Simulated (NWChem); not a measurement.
# C3H4, triplet; SMILES of the neutral closed-shell parent CC#C

```xyz
7

C      0.0801    -1.1455     0.0000
C     -0.4808     0.2129     0.0000
C      0.0970     1.4136     0.0000
H     -0.2369    -1.7096    -0.8926
H     -0.2369    -1.7096     0.8926
H      1.1884    -1.1064     0.0000
H      1.1747     1.6557     0.0000
```
Atoms are numbered in this order, from 1.

All runs: NWChem. Spin-unrestricted. In the optimisation the excess spin sits in a' (Cs, its own frame). Structure relaxed at the PBE0/def2-SVP, spin-unrestricted level. The spin multiplicity was typed, not searched, and may not be the lowest. No stability test was run on the SCF state. Level: PBE0/def2-SVP with COSMO at NWChem's default radii, gas-phase geometry; rows give the dielectric constant. Reactions with the solvent are ignored.

```json
[
 {"dielectric constant": "1.5", "electrostatic solvation energy (kcal/mol)": "-0.7", "dipole in solution (D)": "1.92"},
 {"dielectric constant": "3.9", "electrostatic solvation energy (kcal/mol)": "-1.7", "dipole in solution (D)": "2.14"},
 {"dielectric constant": "11.7", "electrostatic solvation energy (kcal/mol)": "-2.2", "dipole in solution (D)": "2.25"},
 {"dielectric constant": "37.5", "electrostatic solvation energy (kcal/mol)": "-2.3", "dipole in solution (D)": "2.29"},
 {"dielectric constant": "78.4", "electrostatic solvation energy (kcal/mol)": "-2.4", "dipole in solution (D)": "2.30"}
]
```
